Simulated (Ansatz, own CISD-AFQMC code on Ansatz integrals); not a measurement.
C2H6O, SMILES `CCO` (C–C–O–H torsion 58°) (charge 0, multiplicity 1).

Z-matrix (Å, degrees):
```
C
H 1 1.0925
H 1 1.0993 2 107.03
O 1 1.4129 2 105.48 3 -118.06
H 4 0.9605 1 108.24 2 -178.62
C 1 1.5129 2 110.25 3 119.82
H 6 1.0920 1 110.61 2 60.94
H 6 1.0933 7 108.51 1 121.78
H 6 1.0946 7 108.19 8 116.38
```
Charge 0, spin multiplicity 1.

Frozen-core correlation energies in cc-pVDZ at a geometry from PBE0-D3(BJ)/def2-TZVP, on an HF energy of -154.09233 Ha (<S^2> = 0.00). Wave-function levels are from Ansatz, the walk from an own CISD-AFQMC code on Ansatz integrals (time step 0.005/Ha, trial state from CCSD amplitudes, largest double 0.02).

| level | correlation energy (mHa) |
|---|---|
| MP2 | -480.8 |
| CCSD | -518.5 |
| CCSD(T) | -531.1 |

### Question
What correlation energy does phaseless AFQMC give, and where does it lie among these levels?

### Answer
-532.1 ± 0.4 mHa (one standard error). AFQMC minus each level: MP2 -51.3 mHa, CCSD -13.5 mHa, CCSD(T) -0.9 mHa.
